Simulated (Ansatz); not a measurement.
Ansatz (a quantum-chemistry and plane-wave program) input (MP2/6-31G*):

Ansatz 0.2 input:
```yaml
crystal:
  periodic: [false, false, false]
  atoms:
    - {symbol: C, position_ang: [-0.89003452, -0.00503940, 0.00658504]}
    - {symbol: O, position_ang: [-0.81527396, -1.01562247, 0.64008523]}
    - {symbol: O, position_ang: [0.16868768, 0.71691379, -0.45026202]}
    - {symbol: H, position_ang: [-1.81180777, 0.49694744, -0.30468965]}
    - {symbol: C, position_ang: [1.42724168, 0.27544195, -0.17823519]}
    - {symbol: H, position_ang: [1.55398746, -0.63018598, 0.38924230]}
    - {symbol: H, position_ang: [2.20726758, 0.90049269, -0.57323748]}
basis:
  gaussian:
    orbitals: 6-31G*
magnetization: {spin_polarized: true, initial_magnetization: 1}
correlation: {method: mp2, electrons: outside_noble_gas}
relax: {f_tol: 0.003, max_steps: 120}
```

Q: What final total energy does it give?

A: -227.73831 Eh.
